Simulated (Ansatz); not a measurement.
# Scan of [OH···H···O], triplet

Starting geometry:

```yaml
atoms:
  - { symbol: O, position_ang: [-1.2068, -0.0275, 0.0000] }
  - { symbol: H, position_ang: [-1.4562, 0.8991, 0.0000] }
  - { symbol: H, position_ang: [-0.2473, -0.0275, 0.0000] }
  - { symbol: O, position_ang: [1.3142, -0.0275, 0.0000] }
```

From there H3 is moved from one fragment to the other while all else, the fragments' distance too, stays fixed, so the hump isn't the reaction's barrier; atoms are numbered as listed. Energies are in kJ/mol, counted from the starting geometry at the same level. Kohn–Sham curves are unrestricted where that lies lower.

Basis cc-pVTZ; Ansatz 0.2.0. Correlated methods freeze the noble-gas cores. Prefix R: restricted or restricted open-shell reference; prefix U: unrestricted.

Coupled cluster chose its determinant by trial CCSD, here up to 0.07 eV above the lowest Hartree–Fock solution of its kind.

Full CI isn't at hand for all of this; UCCSDT(Q) serves as the reference, and is uncertain by about the last step of the cluster series.

| distance O1-H3 (Å) | RPA-PBE |
| --- | --- |
| 0.960 | 0.0 |
| 1.041 | 3.0 |
| 1.204 | 25.4 |
| 1.368 | 33.5 |
| 1.531 | 35.1 |

Task: Estimate the UCCSDT(Q) curve in cc-pVTZ from this one, knowing how RPA-PBE errs.

Result: The computed UCCSDT(Q) values, in kJ/mol from the starting point, and the error of RPA-PBE against them:
```
distance O1-H3 (Å)  UCCSDT(Q)  RPA-PBE less UCCSDT(Q)
             0.960        0.0                     0.0
             1.041       17.9                   -15.0
             1.204       81.5                   -56.0
             1.368       91.4                   -57.9
             1.531       63.3                   -28.2
```

The error spans 57.9 kJ/mol and is largest, -57.9 kJ/mol, at 1.368 Å.
